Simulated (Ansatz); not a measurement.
How the equilibrium volume per atom of Mg (model structure, started from the beta-Sn type, I4₁/amd, No. 141, 2 atoms in the cell) moves with the method

No measured value is used here.

Q: Put these levels in order of the equilibrium volume per atom that they give for Mg (model structure, started from the beta-Sn type, I4₁/amd, No. 141, 2 atoms in the cell), smallest first: PBE (Ansatz, a quantum-chemistry and plane-wave program), PBE-D3(BJ) (Ansatz), r²SCAN (Ansatz).

A: PBE-D3(BJ) (24.20 Å³/atom), r²SCAN (24.99 Å³/atom), PBE (25.74 Å³/atom)

Ansatz's density-functional and Hartree–Fock values are scalar-relativistic unless marked +SOC, with PAW data made under PBE.

A model structure was made by putting elements into a prototype or built by hand; it is no filed structure, need not be a known phase, and can be a saddle point held by its symmetry.
